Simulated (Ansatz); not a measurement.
H₂I⁺, triplet: reading a ladder of total energies

Geometry: that of the H2I⁺, singlet, kept fixed. The singlet lies 5.2 eV lower here.

| atom | x (Å) | y (Å) | z (Å) |
| --- | --- | --- | --- |
| I | 0.0000 | -0.0179 | 0.0000 |
| H | 0.0000 | 1.1243 | -1.1614 |
| H | 0.0000 | 1.1243 | 1.1614 |

Basis def2-SVP with its core potentials; Ansatz 0.2.0. Only valence electrons are correlated (noble-gas cores and the filled d shells of p-block atoms frozen), which leaves 8 electrons in 27 orbitals. R marks a restricted (for open shells ROHF) determinant. No spin–orbit coupling is included; scalar relativity enters through the core potentials alone.

Full CI is exact within this basis and frozen core; it isn't the basis-set limit.

Runs differ by some tens of microhartree through their thresholds and, for an open shell, their frozen cores, so steps under 0.03 kcal/mol mean nothing.

```json
{"level": "RHF", "total energy (hartree)": "-297.280867"}
{"level": "RMP2", "total energy (hartree)": "-297.388312"}
{"level": "RCCSD", "total energy (hartree)": "-297.409979"}
{"level": "RCCSD(T)", "total energy (hartree)": "-297.412681"}
{"level": "RCCSDT", "total energy (hartree)": "-297.413244"}
{"level": "RCCSDT(Q)", "total energy (hartree)": "-297.413359"}
{"level": "RCCSDTQ", "total energy (hartree)": "-297.413373"}
{"level": "full CI", "total energy (hartree)": "-297.413359"}
```

**Question.** What is the correlation energy at full CI, and what share of it do RMP2 and RCCSDT recover?

**Answer.** E(corr) = -297.413359 − (-297.280867) = -0.132492 hartree = -3.605 eV. RMP2: -0.107445 / -0.132492 = 81.10 %. RCCSDT: -0.132377 / -0.132492 = 99.91 %.

**Question.** By how many kcal/mol does RCCSD(T) miss full CI (1 hartree = 627.509 kcal/mol), and which steps make up the rest?

**Answer.** -297.412681 − (-297.413359) = 0.000678 hartree = 0.43 kcal/mol. Steps: RCCSDT − RCCSD(T) = -0.35, RCCSDT(Q) − RCCSDT = -0.07, RCCSDTQ − RCCSDT(Q) = -0.01, full CI − RCCSDTQ = 0.01 kcal/mol. That is within 1 kcal/mol of the reference in this basis, which itself misses far more of the correlation at the basis-set limit.
